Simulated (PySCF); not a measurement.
SCF from a fresh guess for singlet SO2, at the PBE0 minimum. PySCF input:

```python
from pyscf import gto, scf, dft
mol = gto.M(atom='''
S      0.000000     0.000000    -0.363994
O      1.232391    -0.000000     0.363782
O     -1.232391    -0.000000     0.363782''',
    basis={'S': 'def2-TZVP', 'O': 'def2-TZVP'},
    charge=0, spin=0)
mf = dft.RKS(mol, xc='PBE0')
mf.grids.atom_grid = (50, 194)
aux = {'S': 'def2-universal-JKFIT', 'O': 'def2-universal-JKFIT'}
mf = mf.density_fit(auxbasis=aux)
mf.conv_tol = 1e-08
mf.diis_space = 10
mf.max_cycle = 60
mf.init_guess = 'minao'
mf.verbose = 4
mf.kernel()
```

Excerpt of the output (cycles and frontier levels):

```
init E= -549.079252281314
  HOMO = -0.352865379622557  LUMO = -0.169244824158376  gap/eV = 4.99657
cycle= 1 E= -548.237704824238  delta_E= 0.842  |g|= 0.972  |ddm|=  2.1
  HOMO = -0.258658331434464  LUMO = -0.101228149809366  gap/eV = 4.28389
cycle= 2 E= -547.733573630835  delta_E= 0.504  |g|= 1.92  |ddm|= 1.47
  HOMO = -0.343682005772635  LUMO = -0.122214212113008  gap/eV = 6.02645
cycle= 3 E= -548.410561548065  delta_E= -0.677  |g|= 0.0422  |ddm|= 1.01
  HOMO = -0.351361392593952  LUMO = -0.12550938985693  gap/eV = 6.14575
cycle= 4 E= -548.410909417812  delta_E= -0.000348  |g|= 0.02  |ddm|= 0.076
  HOMO = -0.349742167205701  LUMO = -0.123231014787201  gap/eV = 6.16368
cycle= 5 E= -548.410993098134  delta_E= -8.37e-05  |g|= 0.00242  |ddm|= 0.0161
  HOMO = -0.349639034583171  LUMO = -0.122995964213516  gap/eV = 6.16727
cycle= 6 E= -548.410994409928  delta_E= -1.31e-06  |g|= 0.000253  |ddm|= 0.00211
  HOMO = -0.349711511672773  LUMO = -0.123055389589027  gap/eV = 6.16763
cycle= 7 E= -548.410994430315  delta_E= -2.04e-08  |g|= 0.000114  |ddm|= 0.000444
  HOMO = -0.349692074300396  LUMO = -0.123036409839756  gap/eV = 6.16761
cycle= 8 E= -548.410994432576  delta_E= -2.26e-09  |g|= 1.32e-05  |ddm|= 0.0001
  HOMO = -0.349693862658227  LUMO = -0.123039059077456  gap/eV = 6.16759
Extra cycle  E= -548.410994432591  delta_E= -1.46e-11  |g|= 1.41e-05  |ddm|= 2.2e-05
converged SCF energy = -548.410994432591
```

No lower solution of this spin was found by a stability analysis within the restricted form, which does not test spin polarisation.

The search for the lowest solution, with the stability check, took 1.6 s on 2 threads of a shared AMD EPYC 9R45 96-Core (Zen 5) host, with 99 basis functions; the process peaked at 0.32 GiB.
